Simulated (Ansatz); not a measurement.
Geometry optimisation, RKS B3LYP/def2-TZVP in Ansatz 0.2.0.

Input file:

```yaml
crystal:
  periodic: [false, false, false]
  atoms:
    - { symbol: Si, position_ang: [0.216442, 0.0, -0.066009] }
    - { symbol: H, position_ang: [0.186278, 0.0, 1.40377] }
    - { symbol: H, position_ang: [1.636558, 0.0, -0.490851] }
    - { symbol: H, position_ang: [-0.446547, 1.216821, -0.572407] }
    - { symbol: H, position_ang: [-0.446547, -1.216821, -0.572407] }
    - { symbol: Cl, position_ang: [-2.80358, 0.0, 1.362108] }
    - { symbol: H, position_ang: [-1.601305, 0.0, 1.924995] }
basis:
  gaussian: { orbitals: def2-TZVP }
hamiltonian:
  xc: b3lyp
relax:
  f_tol: 0.03
  max_steps: 50
```

Launched with:

```bash
$ ansatz run input.yaml --threads 2 --pin off --max-ram 3072MiB --backend cpu --events-out ev --progress --plain --runs-dir out
```

Task: Where does it end, and by what steps?

Result: The run converged. The force dipped under the threshold on the way, but the program's further checks kept it going. After 15 steps the energy has fallen by 0.142 eV; Cl6 moved furthest, 1.04 Å.

```csv
step,energy less start (eV),largest force component (eV/Å),accepted
0,0.0000,1.094,yes
1,-0.0801,0.752,yes
2,-0.1088,0.489,yes
3,-0.1262,0.115,yes
4,-0.1312,0.061,yes
5,-0.1326,0.025,yes
6,-0.1343,0.094,yes
7,-0.1319,0.487,no
8,-0.1356,0.051,yes
9,-0.1370,0.013,yes
10,-0.1332,0.574,no
11,-0.1380,0.059,yes
12,-0.1386,0.240,yes
13,-0.1398,0.166,yes
14,-0.1411,0.005,yes
15,-0.1419,0.029,yes
```

```xyz
7
Properties=species:S:1:pos:R:3
Si 0.408 0.000 -0.274
H -0.105 0.000 1.121
H 1.888 0.000 -0.233
H -0.083 1.212 -0.966
H -0.083 -1.212 -0.966
Cl -3.268 0.000 2.297
H -2.016 0.000 2.010
```

Run time: 34 s on 2 threads of Arm Neoverse N1 (shared host), peak memory 0.16 GiB.
